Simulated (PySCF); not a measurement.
Molecule: SMILES C#CCCF, C4H5F.

Molfile (atoms numbered from 1):
```
C4H5F
     RDKit          3D

 10  9  0  0  0  0  0  0  0  0999 V2000
    2.3793   -0.3748    0.3097 C   0  0  0  0  0  0  0  0  0  0  0  0
    1.2447   -0.3273   -0.1103 C   0  0  0  0  0  0  0  0  0  0  0  0
   -0.1333   -0.2536   -0.5712 C   0  0  0  0  0  0  0  0  0  0  0  0
   -1.0589    0.3381    0.4809 C   0  0  0  0  0  0  0  0  0  0  0  0
   -2.3399    0.3533   -0.0007 F   0  0  0  0  0  0  0  0  0  0  0  0
    3.3901   -0.4230    0.6694 H   0  0  0  0  0  0  0  0  0  0  0  0
   -0.1952    0.3577   -1.4870 H   0  0  0  0  0  0  0  0  0  0  0  0
   -0.4982   -1.2593   -0.8387 H   0  0  0  0  0  0  0  0  0  0  0  0
   -1.0279   -0.2637    1.4043 H   0  0  0  0  0  0  0  0  0  0  0  0
   -0.7553    1.3691    0.7277 H   0  0  0  0  0  0  0  0  0  0  0  0
  1  2  3  0
  2  3  1  0
  3  4  1  0
  4  5  1  0
  1  6  1  0
  3  7  1  0
  3  8  1  0
  4  9  1  0
  4 10  1  0
M  END
```

Geometry PBE0-D3(BJ)/def2-SVP throughout; GIAO in PySCF 2.14.0 with density-fitted response routines, gas phase, one conformer, non-relativistic; equivalent atoms averaged; basis pcSseg-2.

(1) How do the absolute shieldings σ depend on the functional? (ppm; last column core-seconds on shared hosts with different chips, so compare them loosely)

(2) Which nucleus moves most, in ppm?

Answers

(1) 
```
functional                    kind     C2     C1     C4     C3     F5  H9/H10  H7/H8     H6  core-s
        HF            Hartree–Fock  109.6  111.9  114.9  172.0  437.6   27.59  29.25  29.46      10
       LDA                     LDA   92.8  101.0   90.2  155.6  400.7   26.19  28.06  29.33      26
       PBE                     GGA   97.3  105.7   91.1  154.1  393.8   26.69  28.51  29.66      30
      BLYP                     GGA   94.3  104.1   85.6  149.1  390.9   26.88  28.68  29.83      31
      BP86                     GGA   97.6  105.7   91.3  154.0  395.6   26.76  28.57  29.69      30
      OPBE                     GGA  104.8  112.3   99.2  159.7  396.6   26.77  28.53  29.68      31
       KT2                     GGA  107.9  114.0   96.9  157.7  392.0   26.76  28.45  29.38      32
       KT3                     GGA  108.3  115.4   96.4  156.3  390.4   26.96  28.64  29.62      32
     B97-D                     GGA  101.0  109.5   92.3  153.9  396.0   26.93  28.72  29.81      29
     B3LYP           global hybrid   96.9  104.9   92.6  154.8  404.1   27.01  28.77  29.73      20
      PBE0           global hybrid  100.5  106.9   99.2  160.6  409.2   26.91  28.66  29.58      20
  mPW1PW91           global hybrid  100.2  106.5   98.7  159.9  409.6   26.96  28.71  29.63      21
      WP04           global hybrid   96.5  101.6   85.2  147.1  402.8   27.35  29.03  30.03      32
     B97-2           global hybrid  102.6  109.2   99.1  159.8  407.6   27.03  28.77  29.69      16
 BHandHLYP           global hybrid  101.2  106.8  101.4  161.9  419.0   27.19  28.90  29.59      33
 CAM-B3LYP  range-separated hybrid   97.5  104.6   96.2  159.1  412.3   26.95  28.79  29.58      43
   wB97X-D  range-separated hybrid  100.0  106.2   99.6  161.2  413.0   27.04  28.86  29.60      41
   LC-wPBE  range-separated hybrid   99.6  104.6  102.9  165.7  420.6   26.96  28.90  29.57      55
```

(2) F5 (fluorine on an sp3 carbon): from 390.4 ppm with KT3 to 437.6 ppm with HF. The smallest spread is 0.70 ppm, at H6. Proton shifts span only some 12 ppm, so a few tenths of a ppm matter as much there as several ppm in carbon.
